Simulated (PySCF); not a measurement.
Problem. Write a Z-matrix for `C/C=C(\C)F` as optimised with PBE0-D3(BJ)/def2-SVP.

Solution. 
Z-matrix in Å and degrees, rows numbered from 1:
```
C 
C   1  1.4917
C   2  1.3342  1  126.85
C   3  1.4848  2  130.11  1    -0.05
F   3  1.3458  2  118.53  1   179.97
H   1  1.1028  2  111.14  3   120.18
H   1  1.0989  2  112.78  3    -0.68
H   1  1.1028  2  111.06  3  -121.44
H   2  1.0951  1  117.61  3   179.95
H   4  1.1018  3  110.00  2  -121.76
H   4  1.1019  3  110.12  2   120.44
H   4  1.0961  3  112.04  2    -0.71
```

Of the pairs four or more bonds apart, H7···H12 is among the closest relative to their van der Waals radii: 2.12 Å, 88 % of the sum of Bondi's values. The C–C distances run from 1.334 Å (C2=C3, drawn double) to 1.492 Å (C1–C2, drawn single), a spread of 0.158 Å. The 5 heavy atoms lie in one plane (0.000 Å rms).

Computed, not measured: PBE0-D3(BJ)/def2-SVP geometry optimisation, gas phase (PySCF 2.14.0).

Point group: Cs (every atom within 0.08 Å of its image). No PBE0-D3(BJ)/def2-SVP frequencies stand behind this structure, so it isn't proved a minimum.
